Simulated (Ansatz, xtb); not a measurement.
# C2HF2N: which of two isomers lies lower

We compare a, `FC1(F)C=N1`, a singlet, with b, `N#CC(F)F`, a singlet. Both are isolated molecules in the gas phase, relaxed with PBE0-D4/def2-SVP.

Quicker runs give these differences E(b) − E(a): GFN2-xTB −80.7 kJ/mol; HF/STO-3G −171.5 kJ/mol (at GFN2-xTB geometries); r2SCAN-D4/def2-SVP −103.8 kJ/mol (at GFN2-xTB geometries).

Problem. Estimate E(b) − E(a) at the level CCSD(T)/def2-SVP + ΔMP2/def2-TZVPP.

Solution. Calculated at CCSD(T)/def2-SVP + ΔMP2/def2-TZVPP: E(b) − E(a) = −133.0 kJ/mol, so structure b lies lower.

The same difference at several levels:

```json
{"level": "GFN2-xTB", "geometry": "GFN2-xTB", "E(b) − E(a) (kJ/mol)": "−80.7", "departure from the last row (kJ/mol)": "+52.4", "job, with rough time for the two": "optimisation, 0.068 s"}
{"level": "HF/STO-3G", "geometry": "GFN2-xTB", "E(b) − E(a) (kJ/mol)": "−171.5", "departure from the last row (kJ/mol)": "−38.4", "job, with rough time for the two": "single point, 0.16 s"}
{"level": "r2SCAN-D4/def2-SVP", "geometry": "GFN2-xTB", "E(b) − E(a) (kJ/mol)": "−103.8", "departure from the last row (kJ/mol)": "+29.3", "job, with rough time for the two": "single point, 1.7 s"}
{"level": "PBE0-D4/def2-SVP", "geometry": "PBE0-D4/def2-SVP", "E(b) − E(a) (kJ/mol)": "−92.9", "departure from the last row (kJ/mol)": "+40.2", "job, with rough time for the two": "optimisation, 13 s"}
{"level": "HF/def2-SVP", "geometry": "PBE0-D4/def2-SVP", "E(b) − E(a) (kJ/mol)": "−143.0", "departure from the last row (kJ/mol)": "−9.9", "job, with rough time for the two": "part of the CCSD(T) run"}
{"level": "MP2/def2-SVP", "geometry": "PBE0-D4/def2-SVP", "E(b) − E(a) (kJ/mol)": "−134.5", "departure from the last row (kJ/mol)": "−1.5", "job, with rough time for the two": "part of the CCSD(T) run"}
{"level": "CCSD(T)/def2-SVP", "geometry": "PBE0-D4/def2-SVP", "E(b) − E(a) (kJ/mol)": "−131.8", "departure from the last row (kJ/mol)": "+1.3", "job, with rough time for the two": "single point"}
{"level": "CCSD(T)/def2-SVP + ΔMP2/def2-TZVPP", "geometry": "PBE0-D4/def2-SVP", "E(b) − E(a) (kJ/mol)": "−133.0", "departure from the last row (kJ/mol)": "", "job, with rough time for the two": "single point, 7.1 s"}
```

As drawn, b has 1 C≡N in place of 1 C=N, 1 C–N. Structure a has a 3-membered ring, b no ring.

The levels shown agree on the order. The largest departure from CCSD(T)/def2-SVP + ΔMP2/def2-TZVPP is that of GFN2-xTB, 52.4 kJ/mol. The last row adds to CCSD(T) the change of the MP2 difference between the two basis sets, here −1.3 kJ/mol.

With harmonic frequencies from PBE0-D4/def2-SVP (ideal gas, rigid rotor, one conformer each, 298.15 K, 1 atm): the zero-point term adds +1.9 kJ/mol; ΔH is −129.7 and ΔG −133.4 kJ/mol.

The correlated steps freeze 5 core orbitals. Programs: Ansatz 0.2.0, xtb 6.7.1; the last row on 2 threads of Arm Neoverse V2 on a shared host.
